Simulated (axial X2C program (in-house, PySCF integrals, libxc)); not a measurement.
# PO⁺: cheaper levels and CCSD(T), with spin–orbit coupling

All values were computed with an in-house relativistic program for diatomic molecules. Two-component (2c) means X2C with spin–orbit coupling and atomic mean-field two-electron Coulomb and Gaunt terms. Basis: P dyall-v3z [8s7p2d1f], O dyall-av3z [7s6p3d2f] (cores contracted in-house); Gaussian nuclei, density fitting, unrestricted open shells. Masses: P 30.974 u, O 15.995 u.

State: Ω = 0 (closed shell); fragments P+ + O.

```tsv
level	Re (Å)	ωe (cm⁻¹)	De (eV)
PBE0	1.428	1471.3	7.78
HF	1.392	1659.1	4.25
CCSD	1.431	1456.0	7.45
r2SCAN	1.436	1427.8	8.04
```

Correlated methods: 10 electrons correlated (number of frozen shells: P 2 s, 1 p; O 1 s), 168 virtual spin orbitals or spinors in MP2, 90 natural virtuals in coupled cluster.

CCSD(T), same Hamiltonian and basis:

Re = 1.445 Å, ωe = 1376.2 cm⁻¹, De = 7.85 eV; T1 = 0.026 (Lee–Taylor normalisation).

(1) Give the differences from CCSD(T) in the columns below.

Occupations by symmetry block were frozen at the best pattern of an incomplete PBE0 search. Closed shells are restricted here (equal orbitals for both partners); the stretched side of such a curve lies too high. Dissociation energies refer to the lowest single-determinant-based atoms at the same level and basis. CCSD and (T) use frozen natural virtuals with an MP2 correction for the truncation; (T) itself is uncorrected, so its De runs slightly low. In 2c an atomic determinant is not the ground J level, so De misses part of the atomic spin–orbit lowering. This holds for PBE0, CCSD, r2SCAN, CCSD(T). Without a current term, density functionals place determinants with orbital angular momentum somewhat too high. The T1 diagnostic is large, a sign of multireference character.

Results:

(1) 

```tsv
level	ΔRe (Å)	Δωe (cm⁻¹)	ΔDe (eV)
PBE0	-0.017	95	-0.07
HF	-0.053	283	-3.60
CCSD	-0.014	80	-0.40
r2SCAN	-0.009	52	0.19
```
